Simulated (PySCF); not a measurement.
# BC: energy against distance

Set-up: B def2-TZVP, C def2-TZVP; no relativity (PySCF 2.14). Energies in eV from B + C in their ground configurations at the same level. State: ⁴Σ⁻ (quartet), unpaired electrons σ ↑, π ↑↑.

All columns are PBE0. A positive dipole means B(−)C(+).

```json
{"R (Å)": "1.274", "E (eV)": "-3.722", "μ (D)": "-1.98", "Mulliken charge on B (basis-dependent)": "-0.13", "HOMO (eV)": "-7.62", "LUMO (eV)": "-4.53", "Mayer bond order": "2.06", "⟨S²⟩": "3.75"}
{"R (Å)": "1.333", "E (eV)": "-4.270", "μ (D)": "-1.86", "Mulliken charge on B (basis-dependent)": "-0.05", "HOMO (eV)": "-7.76", "LUMO (eV)": "-4.36", "Mayer bond order": "2.06", "⟨S²⟩": "3.75"}
{"R (Å)": "1.392", "E (eV)": "-4.575", "μ (D)": "-1.72", "Mulliken charge on B (basis-dependent)": "0.01", "HOMO (eV)": "-7.89", "LUMO (eV)": "-4.21", "Mayer bond order": "2.04", "⟨S²⟩": "3.75"}
{"R (Å)": "1.437", "E (eV)": "-4.683", "μ (D)": "-1.62", "Mulliken charge on B (basis-dependent)": "0.04", "HOMO (eV)": "-7.99", "LUMO (eV)": "-4.10", "Mayer bond order": "2.02", "⟨S²⟩": "3.75"}
{"R (Å)": "1.481", "E (eV)": "-4.713", "μ (D)": "-1.50", "Mulliken charge on B (basis-dependent)": "0.07", "HOMO (eV)": "-8.09", "LUMO (eV)": "-4.01", "Mayer bond order": "2.00", "⟨S²⟩": "3.75"}
{"R (Å)": "1.525", "E (eV)": "-4.682", "μ (D)": "-1.39", "Mulliken charge on B (basis-dependent)": "0.09", "HOMO (eV)": "-8.16", "LUMO (eV)": "-3.92", "Mayer bond order": "1.97", "⟨S²⟩": "3.75"}
{"R (Å)": "1.585", "E (eV)": "-4.572", "μ (D)": "-1.24", "Mulliken charge on B (basis-dependent)": "0.11", "HOMO (eV)": "-8.14", "LUMO (eV)": "-3.81", "Mayer bond order": "1.91", "⟨S²⟩": "3.75"}
{"R (Å)": "1.659", "E (eV)": "-4.361", "μ (D)": "-1.09", "Mulliken charge on B (basis-dependent)": "0.13", "HOMO (eV)": "-8.10", "LUMO (eV)": "-3.76", "Mayer bond order": "1.82", "⟨S²⟩": "3.76"}
{"R (Å)": "1.748", "E (eV)": "-4.048", "μ (D)": "-1.00", "Mulliken charge on B (basis-dependent)": "0.14", "HOMO (eV)": "-8.00", "LUMO (eV)": "-3.72", "Mayer bond order": "1.69", "⟨S²⟩": "3.76"}
{"R (Å)": "1.866", "E (eV)": "-3.591", "μ (D)": "-1.05", "Mulliken charge on B (basis-dependent)": "0.15", "HOMO (eV)": "-7.72", "LUMO (eV)": "-3.62", "Mayer bond order": "1.53", "⟨S²⟩": "3.76"}
```

A fit through these points gives, at Re = 1.479 Å, μ = -1.51 D and dμ/dR = 2.54 D/Å; the reduced mass is 5.742 u.

How strong is the fundamental in the double-harmonic approximation, I = 42.26·(dμ/dR)²/μred km/mol?

I = 42.26·(2.54)²/5.742 = 47.5 km/mol at PBE0.

The state was picked by a PBE0 search and need not be the measured ground state.
